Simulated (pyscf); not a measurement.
7 gas-phase steps of one pattern: four-centre exchange on the singlet surface, Cl–H + Ge–O or Cl–H + O–Si or Cl–H + Se–Si or Cl–H + S–Si or F–H + Ge–S or F–H + O–Si or F–H + S–Si broken and Cl–Ge + H–O or Cl–Si + H–O or Cl–Si + H–S or Cl–Si + H–Se or F–Ge + H–S or F–Si + H–O or F–Si + H–S formed. PySCF, gas phase, ωB97X-D3(BJ)/def2-SVP geometries. MP2 and CC: frozen core, UHF for open shells. ΔMP2 is the change of the MP2 total energy from the triple- to the quadruple-zeta basis. Electronic energies in eV, from the separated reactants; ΔE‡ and ΔE at CCSD(T)/def2-TZVPP + ΔMP2(QZVPP). Rows were drawn at random from the steps of this pattern with a verified saddle, stable references and no exit in the data more than 5 kcal/mol lower.

```json
[
 {"row": "1", "step": "H₃Si–SH (SMILES [SiH3]S) + HF (SMILES F) → H₂S (SMILES S) + F–SiH₃ (SMILES F[SiH3])", "ΔE": "-0.75", "ΔE‡": "1.19"},
 {"row": "2", "step": "HO–GeH₃ (SMILES [OH][GeH3]) + HCl (SMILES Cl) -> Cl–GeH₃ (SMILES [Cl][GeH3]) + H₂O (SMILES O)", "ΔE": "-0.53", "ΔE‡": "0.47"},
 {"row": "3", "step": "HO–SiH₃ (SMILES O[SiH3]) + HF (SMILES F) → F–SiH₃ (SMILES F[SiH3]) + H₂O (SMILES O)", "ΔE": "-0.45", "ΔE‡": "0.80"},
 {"row": "4", "step": "H₃Si–SH (SMILES [SiH3]S) + HCl (SMILES Cl) → H₂S (SMILES S) + H₃Si–Cl (SMILES [SiH3]Cl)", "ΔE": "-0.39", "ΔE‡": "1.23"},
 {"row": "5", "step": "H₃Si–SeH (SMILES [SiH3][SeH]) + HCl (SMILES Cl) → H₂Se (SMILES [SeH2]) + H₃Si–Cl (SMILES [SiH3]Cl)", "ΔE": "-0.33", "ΔE‡": "?"},
 {"row": "6", "step": "HS–GeH₃ (SMILES [SH][GeH3]) + HF (SMILES F) → H₂S (SMILES S) + F–GeH₃ (SMILES [F][GeH3])", "ΔE": "-0.09", "ΔE‡": "1.32"},
 {"row": "7", "step": "H₂N–SiH₂–OH (SMILES N[SiH2]O) + HCl (SMILES Cl) → H₂N–SiH₂–Cl (SMILES N[SiH2]Cl) + H₂O (SMILES O)", "ΔE": "-0.05", "ΔE‡": "0.64"}
]
```

Problem. Fit ΔE‡ = a + b·ΔE to the other rows and predict row 5.

Solution. Over the 6 complete rows the means are -0.38 (ΔE) and 0.94 (ΔE‡); least squares gives b = -0.01 and a = 0.94 eV, with residuals of 0.32 eV (root mean square; largest 0.48, row 2). For row 5: 0.94 + -0.01 × (-0.33) = 0.94 eV. The computed barrier is 1.33 eV, 0.39 over the line. The scatter is large against the spread of the barriers, so the line says little here. Each barrier is that of the saddle found. The CCSD(T) − MP2 part came from Ansatz, without density fitting, on the same reference. The frozen core leaves the outer d or s,p core shells of the metals and heavy elements correlated in the MP2 and CC values, and def2-TZVPP describes them poorly, which can shift differences by a few kcal/mol. Elements up to Kr have no core potential and no relativistic terms here.
